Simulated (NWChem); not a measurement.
All runs are NWChem calculations. System: CH5N, charge 0, spin multiplicity 1, at a geometry optimised with PBE0/def2-SVP. Level: CCSD(T)/cc-pVDZ, 2 core orbitals frozen, spin-restricted.

The NWChem input:

```
start mol
memory heap 100 mb stack 700 mb global 1900 mb
geometry units angstroms nocenter noautoz noautosym
  C     -0.087363     0.690401     0.000000
  N      0.196785    -0.727851     0.000000
  H      0.373004     1.164010    -0.881725
  H      0.373004     1.164010     0.881725
  H     -1.160601     0.977078     0.000000
  H     -0.219363    -1.176274    -0.813321
  H     -0.219363    -1.176274     0.813321
end
basis spherical
  * library cc-pvdz
end
scf
  rhf
  nopen 0
  maxiter 100
  thresh 1e-7
  semidirect memsize 60000000 filesize 0
end
ccsd
  freeze core 2
  maxiter 60
end
task ccsd(t) energy
```

Output (cleaned and shortened):

```
             Northwest Computational Chemistry Package (NWChem) 7.3.0
             --------------------------------------------------------

                                NWChem Input Module
                                -------------------

 Scaling coordinates for geometry "geometry" by  1.889725989
 (inverse scale =  0.529177249)

                             Geometry "geometry" -> ""
                             -------------------------

 Output coordinates in angstroms (scale by  1.889725989 to convert to a.u.)

  No.       Tag          Charge          X              Y              Z
 ---- ---------------- ---------- -------------- -------------- --------------
    1 C                    6.0000    -0.08736300     0.69040100     0.00000000
    2 N                    7.0000     0.19678500    -0.72785100     0.00000000
    3 H                    1.0000     0.37300400     1.16401000    -0.88172500
    4 H                    1.0000     0.37300400     1.16401000     0.88172500
    5 H                    1.0000    -1.16060100     0.97707800     0.00000000
    6 H                    1.0000    -0.21936300    -1.17627400    -0.81332100
    7 H                    1.0000    -0.21936300    -1.17627400     0.81332100

 Effective nuclear repulsion energy (a.u.)      42.0591031738

            Nuclear Dipole moment (a.u.)
            ----------------------------
        X                 Y               Z
 ---------------- ---------------- ----------------
    -0.0000037795    -0.0000018897     0.0000000000


 Summary of "ao basis" -> "" (spherical)
 ------------------------------------------------------------------------------
       Tag                 Description            Shells   Functions and Types
 ---------------- ------------------------------  ------  ---------------------
 *                          cc-pvdz                   on all atoms

 Summary of "ao basis" -> "ao basis" (spherical)
 ------------------------------------------------------------------------------
       Tag                 Description            Shells   Functions and Types
 ---------------- ------------------------------  ------  ---------------------
 C                          cc-pvdz                  6       14   3s2p1d
 N                          cc-pvdz                  6       14   3s2p1d
 H                          cc-pvdz                  3        5   2s1p

                                 NWChem SCF Module
                                 -----------------

  ao basis        = "ao basis"
  functions       =    53
  atoms           =     7
  closed shells   =     9
  open shells     =     0
  charge          =   0.00
  wavefunction    = RHF
  use symmetry    = F
  symmetry adapt  = F

 Summary of "ao basis" -> "ao basis" (spherical)
 ------------------------------------------------------------------------------
       Tag                 Description            Shells   Functions and Types
 ---------------- ------------------------------  ------  ---------------------
 C                          cc-pvdz                  6       14   3s2p1d
 N                          cc-pvdz                  6       14   3s2p1d
 H                          cc-pvdz                  3        5   2s1p

 Forming initial guess at       0.1s

      Superposition of Atomic Density Guess
      -------------------------------------

 Sum of atomic energies:         -94.46256426

      Non-variational initial energy
      ------------------------------

 Total energy =     -95.626221
 1-e energy   =    -209.265325
 2-e energy   =      71.580000
 HOMO         =      -0.309192
 LUMO         =       0.097880

 Starting SCF solution at       0.4s

 ----------------------------------------------
         Quadratically convergent ROHF

 Convergence threshold     :          1.000E-07
 Maximum no. of iterations :          100
 Final Fock-matrix accuracy:          1.000E-09
 ----------------------------------------------

              iter       energy          gnorm     gmax       time
             ----- ------------------- --------- --------- --------
                 1      -95.1925714078  6.40D-01  1.70D-01      0.4
                 2      -95.2175498667  2.39D-01  9.97D-02      0.4
                 3      -95.2212054895  8.05D-03  2.26D-03      0.5
                 4      -95.2212157094  5.79D-05  1.57D-05      0.5
                 5      -95.2212157099  6.82D-09  1.84D-09      0.7

       Final RHF  results
       ------------------

         Total SCF energy =    -95.221215709905
      One-electron energy =   -211.490813195346
      Two-electron energy =     74.210494311612
 Nuclear repulsion energy =     42.059103173829

        Time for solution =      0.3s

             Final eigenvalues
             -----------------

              1
    1  -15.5377
    2  -11.2478
    3   -1.1669
    4   -0.8875
    5   -0.6542
    6   -0.5989
    7   -0.5521
    8   -0.5061
    9   -0.3836
   10    0.1860
   11    0.2270
   12    0.2459
   13    0.2714
   14    0.2912
   15    0.4019
   16    0.6177
   17    0.6535
   18    0.7043
   19    0.7789

                       ROHF Final Molecular Orbital Analysis
                       -------------------------------------

 Vector    7  Occ=2.000000D+00  E=-5.521339D-01
              MO Center=  3.4D-02,  3.0D-01,  1.4D-14, r^2= 1.7D+00
   Bfn.  Coefficient  Atom+Function         Bfn.  Coefficient  Atom+Function
  ----- ------------  ---------------      ----- ------------  ---------------
     5      0.318226  1 C  py                19     -0.298136  2 N  py
     4      0.244037  1 C  px                29      0.200333  3 H  s
[...]
     2   1 0 1      0.000000      0.000000      0.000000
     2   0 2 0     -9.871137      0.000000     46.424021
     2   0 1 1      0.000000      0.000000      0.000000
     2   0 0 2     -9.346353      0.000000     10.277023

                   Four-Index Transformation
                   -------------------------
          Number of basis functions:             53
          Number of shells:                      27
          Number of occupied orbitals:            9
          Number of occ. correlated orbitals:     7
          Block length:                          16
          Superscript MO index range:      3 -    9
          Subscript MO index range:        3 -   53
          MO coefficients read from:  ./mol.movecs
          Number of operator matrices in core:   56
          Half-transformed integrals produced

     Pass:    1     Index range:    3  -    9     Time:      0.99
 ------------------------------------------
 MP2 Energy (coupled cluster initial guess)
 ------------------------------------------
 Reference energy:            -95.221215709905337
 MP2 Corr. energy:             -0.325870542257495
 Total MP2 energy:            -95.547086252162828

 ****************************************************************************
              the segmented parallel ccsd program:    1 nodes
 ****************************************************************************

 level of theory    ccsd(t)
 number of core         2
 number of occupied     7
 number of virtual     44
 number of deleted      0
 total functions       53
 number of shells      27
 basis label          566

   ***** ccsd parameters *****
   iprt   =     0
   convi  =  0.100E-05
   maxit  =    60
   mxvec  =     5
 memory            104852108
  Using  1 OpenMP thread(s) in CCSD
  IO offset    20.000000000000000
  IO error message >End of File
  file_read_ga: failing reading from ./mol.t2
  Failed reading restart vector from ./mol.t2
  Using MP2 initial guess vector

-------------------------------------------------------------------------
 iter     correlation     delta       rms       T2     Non-T2      Main
             energy      energy      error      ampl     ampl      Block
                                                time     time      time
-------------------------------------------------------------------------
   1     -0.3465766609 -3.466D-01  1.169D-02     2.38     0.00     2.31
   2     -0.3537578851 -7.181D-03  2.761D-02     2.90     0.00     2.85
   3     -0.3558939778 -2.136D-03  3.585D-03     1.98     0.00     1.93
   4     -0.3564534606 -5.595D-04  5.486D-04     1.97     0.00     1.92
   5     -0.3565358955 -8.243D-05  3.205D-04     1.93     0.00     1.89
   6     -0.3565439561 -8.061D-06  9.582D-05     1.83     0.00     1.78
   7     -0.3565438390  1.171D-07  4.074D-05     1.94     0.00     1.88
   8     -0.3565428258  1.013D-06  1.328D-05     1.84     0.00     1.78
   9     -0.3565429411 -1.153D-07  4.068D-06     1.89     0.00     1.83
  10     -0.3565429873 -4.624D-08  2.856D-06     2.49     0.00     2.42
  11     -0.3565430796 -9.226D-08  4.391D-07     2.92     0.00     2.84
                  *************converged*************
-------------------------------------------------------------------------

 -----------
 CCSD Energy
 -----------
 Reference energy:             -95.221215709905337
 CCSD corr. energy:             -0.356543079602752
 Total CCSD energy:            -95.577758789508096

 --------------------------------
 Spin Component Scaled (SCS) CCSD
 --------------------------------
 Same spin contribution:                 -0.067803351413685
 Same spin scaling factor:                1.130000000000000
 Opposite spin contribution:             -0.288739728189067
 Opposite spin scaling fact.:             1.270000000000000
 SCS-CCSD correlation energy:            -0.443317241897579
 Total SCS-CCSD energy:                 -95.664532951802911
 memory            104852108

*********triples calculation*********

nkpass=    1; nvpass=    1; memdrv=          79860; memtrn=         666334; memavail=      104851788
 memory available/node                      104851788
 total number of virtual orbitals        44
 number of virtuals per integral pass    44
 number of integral evaluations           1
 number of occupied per triples pass      7
 number of triples passes                 1

 commencing integral evaluation        1 at          25.12
  symmetry use  F
task         2 out of       378 done   0%  at       0.0 secs
task        19 out of       378 done   5%  at       0.2 secs
task        38 out of       378 done  10%  at       0.4 secs
task        57 out of       378 done  15%  at       0.5 secs
task        76 out of       378 done  20%  at       0.6 secs
task        95 out of       378 done  25%  at       0.8 secs
task       114 out of       378 done  30%  at       1.0 secs
task       133 out of       378 done  35%  at       1.1 secs
task       152 out of       378 done  40%  at       1.2 secs
task       171 out of       378 done  45%  at       1.3 secs
task       189 out of       378 done  50%  at       1.3 secs
task       208 out of       378 done  55%  at       1.4 secs
task       227 out of       378 done  60%  at       1.5 secs
task       246 out of       378 done  65%  at       1.6 secs
task       265 out of       378 done  70%  at       1.6 secs
task       284 out of       378 done  75%  at       1.7 secs
task       303 out of       378 done  80%  at       1.8 secs
task       322 out of       378 done  85%  at       1.8 secs
task       341 out of       378 done  90%  at       1.9 secs
task       360 out of       378 done  95%  at       1.9 secs
task       378 out of       378 done 100%  at       2.0 secs
 commencing triples evaluation - blocking       1
 ccsd(t): done        1 out of       44 progress:    2.3%
 ccsd(t): done        2 out of       44 progress:    4.5%
 ccsd(t): done        3 out of       44 progress:    6.8%
 ccsd(t): done        4 out of       44 progress:    9.1%
 ccsd(t): done        5 out of       44 progress:   11.4%
 ccsd(t): done        6 out of       44 progress:   13.6%
 ccsd(t): done        7 out of       44 progress:   15.9%
 ccsd(t): done        8 out of       44 progress:   18.2%
 ccsd(t): done        9 out of       44 progress:   20.5%
 ccsd(t): done       10 out of       44 progress:   22.7%
 ccsd(t): done       11 out of       44 progress:   25.0%
 ccsd(t): done       12 out of       44 progress:   27.3%
 ccsd(t): done       13 out of       44 progress:   29.5%
 ccsd(t): done       14 out of       44 progress:   31.8%
 ccsd(t): done       15 out of       44 progress:   34.1%
 ccsd(t): done       16 out of       44 progress:   36.4%
 ccsd(t): done       17 out of       44 progress:   38.6%
 ccsd(t): done       18 out of       44 progress:   40.9%
 ccsd(t): done       19 out of       44 progress:   43.2%
 ccsd(t): done       20 out of       44 progress:   45.5%
 ccsd(t): done       21 out of       44 progress:   47.7%
 ccsd(t): done       22 out of       44 progress:   50.0%
 ccsd(t): done       23 out of       44 progress:   52.3%
 ccsd(t): done       24 out of       44 progress:   54.5%
 ccsd(t): done       25 out of       44 progress:   56.8%
 ccsd(t): done       26 out of       44 progress:   59.1%
 ccsd(t): done       27 out of       44 progress:   61.4%
 ccsd(t): done       28 out of       44 progress:   63.6%
 ccsd(t): done       29 out of       44 progress:   65.9%
 ccsd(t): done       30 out of       44 progress:   68.2%
 ccsd(t): done       31 out of       44 progress:   70.5%
 ccsd(t): done       32 out of       44 progress:   72.7%
 ccsd(t): done       33 out of       44 progress:   75.0%
 ccsd(t): done       34 out of       44 progress:   77.3%
 ccsd(t): done       35 out of       44 progress:   79.5%
 ccsd(t): done       36 out of       44 progress:   81.8%
 ccsd(t): done       37 out of       44 progress:   84.1%
 ccsd(t): done       38 out of       44 progress:   86.4%
 ccsd(t): done       39 out of       44 progress:   88.6%
 ccsd(t): done       40 out of       44 progress:   90.9%
 ccsd(t): done       41 out of       44 progress:   93.2%
 ccsd(t): done       42 out of       44 progress:   95.5%
 ccsd(t): done       43 out of       44 progress:   97.7%
 ccsd(t): done       44 out of       44 progress:  100.0%
 Time for integral evaluation pass     1        1.98
 Time for triples evaluation pass      1        0.79

 pseudo-e(mp4)  -0.86275638729450E-02
 pseudo-e(mp5)   0.18695165617741E-03
        e(t)    -0.84406122167676E-02

 --------------
 CCSD(T) Energy
 --------------
 Reference energy:                     -95.221215709905337

 CCSD corr. energy:                     -0.356543079602752
 T(CCSD) corr. energy:                  -0.008627563872945
 Total CCSD+T(CCSD) energy:            -95.586386353381030

 CCSD corr. energy:                     -0.356543079602752
 (T) corr. energy:                      -0.008440612216768
 Total CCSD(T) energy:                 -95.586199401724855

 routine      calls  cpu(0)   cpu-min  cpu-ave  cpu-max   i/o
 aoccsd          1     0.01     0.01     0.01     0.01    0.00
 iterdrv         1     0.01     0.01     0.01     0.01    0.00
 pampt          11     0.05     0.05     0.05     0.05    0.00
 t2pm           11     0.08     0.08     0.08     0.08    0.00
 sxy            11     0.41     0.41     0.41     0.41    0.00
 ints      1571724    20.18    20.18    20.18    20.18    0.00
 t2eri        4158     1.86     1.86     1.86     1.86    0.00
 idx2         4158     0.52     0.52     0.52     0.52    0.00
 idx34          11     0.03     0.03     0.03     0.03    0.00
 ht2pm          11     0.10     0.10     0.10     0.10    0.00
 itm            11     0.42     0.42     0.42     0.42    0.00
 pdiis          11     0.02     0.02     0.02     0.02    0.00
 triples         1     0.00     0.00     0.00     0.00    0.00
 rdtrpo          1     0.01     0.01     0.01     0.01    0.00
 trpmos          1     1.98     1.98     1.98     1.98    0.00
 trpdrv          1     0.12     0.12     0.12     0.12    0.00
 dovvv       17248     0.28     0.28     0.28     0.28    0.00
 doooo       17248     0.07     0.07     0.07     0.07    0.00
 tengy       15092     0.30     0.30     0.30     0.30    0.00
 Total                26.46    26.46    26.46    26.46    0.00

 Task  times  cpu:       28.6s     wall:       28.6s

 Total times  cpu:       28.6s     wall:       28.6s
```
